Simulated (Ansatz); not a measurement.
This geometry of H₃S₂Si (6 atoms, charge 0, multiplicity 2) is a first-order saddle point.

All numbers below come from UKS BHLYP-D4/def2-SVP (Ansatz 0.2.0).

```xyz
6
Properties=species:S:1:pos:R:3
Si -0.392 -0.415 -0.855
S -0.549 0.437 1.179
S 1.189 -0.989 1.439
H -1.734 -0.170 -1.463
H 0.635 0.404 -1.536
H 0.850 0.734 1.236
```

Question: Which two structures does it join? (They come from a converged band through this point; their orientation in space is the band's.)

Answer: Bonds broken: Si1–S2, S3–H6. Bonds formed: Si1–S3, S2–H6.

First end point:

```xyz
6
Properties=species:S:1:pos:R:3
Si -0.542 -0.437 -1.076
S -0.844 -0.082 1.023
S 1.082 -0.525 1.730
H -1.836 -0.089 -1.718
H 0.557 0.414 -1.601
H 1.582 0.719 1.642
```

Last end point:

```xyz
6
Properties=species:S:1:pos:R:3
Si -0.209 -0.631 -1.224
S -0.158 0.531 1.795
S 0.322 -1.243 0.765
H -1.642 -0.270 -1.322
H 0.645 0.485 -1.698
H 1.042 1.127 1.684
```

Question: How far does it lie above each of them?

Answer: 2.28 eV above the first and 2.24 eV above the second. This is the barrier of this one path; another mechanism may lie lower.

Time of the run: 100 s on 2 threads of Arm Neoverse V2 (shared host), peak memory 0.19 GiB.
